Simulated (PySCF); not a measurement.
CCl₄, SMILES ClC(Cl)(Cl)Cl. Coordinates come from a PBE-D3(BJ)/def2-SVP optimisation.

These are PBE-D3(BJ)/def2-SVP (PySCF) values and carry that method's errors.

Harmonic wavenumbers (cm⁻¹): 207, 207, 305, 305, 305, 448, 730, 730, 730. Rotational constants (GHz): 1.672, 1.672, 1.672; symmetry number 12.

Work out the zero-point energy and the ideal-gas rigid-rotor harmonic-oscillator thermochemistry at 298.15 K and 1 atm.

ZPE = ½ Σ hcν = ½ × 3969 cm⁻¹ = 5.67 kcal/mol. H − E(el) = 9.87 kcal/mol. Entropy in cal/(mol K): translation 41.00, rotation 23.68, vibration 9.92, total 74.61. G − E(el) = -12.37 kcal/mol. Cp = 20.28 cal/(mol K).
